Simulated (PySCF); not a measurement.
# AlOCl: relaxation and vibrations of the singlet

The task is one start of a wider search on AlOCl: the singlet, from a PBE0 minimum start. It is relaxed, tested by its Hessian and followed downhill if it is a saddle.

Program: PySCF 2.14.0. Level of theory: PBE0, basis Al def2-TZVP, O def2-TZVP, Cl def2-TZVP, no relativity, density fitting. These are calculated values, not measurements.

## Step 1: Where the work starts

3 atoms, charge 0, spin multiplicity 1.

Bond lengths: Al1–O2 1.592 Å, Al1–Cl3 2.059 Å. Angles: O2–Al1–Cl3 180.0°.

```xyz
3
charge 0 multiplicity 1
Al    0.0000    0.0000   -0.5969
O     0.0000    0.0000   -2.1892
Cl    0.0000    0.0000    1.4619
```

## Step 2: Finding the electronic state

One driver script runs all steps and calls PySCF; scf.py shows how it sets up the SCF of each step. The optimiser is the driver's own. After this first run the driver tries any further starts and a stability analysis.

Input file scf.py:

```python
from pyscf import gto, scf, dft
mol = gto.M(atom='''
Al     0.000000     0.000000    -0.596915
O      0.000000     0.000000    -2.189242
Cl     0.000000    -0.000000     1.461913''',
    basis={'Al': 'def2-TZVP', 'O': 'def2-TZVP', 'Cl': 'def2-TZVP'},
    charge=0, spin=0)
mf = dft.RKS(mol, xc='PBE0')
mf.grids.atom_grid = (50, 194)
aux = {'Al': 'def2-universal-JKFIT', 'O': 'def2-universal-JKFIT', 'Cl': 'def2-universal-JKFIT'}
mf = mf.density_fit(auxbasis=aux)
mf.conv_tol = 1e-08
mf.diis_space = 10
mf.max_cycle = 60
mf.init_guess = 'minao'
mf.verbose = 4
mf.kernel()
```

Launch:

```console
$ OMP_NUM_THREADS=2 python axn.py task.json out
```

Further steps of the session: Relaxation: PBE0 minimum start, singlet; Is it a minimum? Harmonic modes.

What does the calculation give? Wanted: minimum; geometry; wavenumbers; dipole moment; highest occupied, lowest empty level; polar-tensor charge of Al1; zero-point energy; atomisation energy.

**Answer**, as computed:

```
                                 quantity                                        value
                                  minimum                                 singlet, C∞v
                                 geometry  Al–Cl 2.059 Å, Al–O 1.592 Å; Cl–Al–O 180.0°
                       wavenumbers (cm⁻¹)                 180 (π), 495 (σ+), 1137 (σ+)
                            dipole moment                                       3.99 D
     highest occupied, lowest empty level                              -7.90, -2.60 eV
               polar-tensor charge of Al1                                      +1.17 e
                        zero-point energy                                  11.9 kJ/mol
                      entropy at 298.15 K                              257.2 J/(mol K)
atomisation energy (no zero-point energy)                                   907 kJ/mol
```

**Reading.** The molecule stays C∞v, as typed, and the end point is a minimum. The strongest infrared band lies at 180 cm⁻¹ (π, bend). Only this shape and spin were tried, so other structures or states may lie lower.
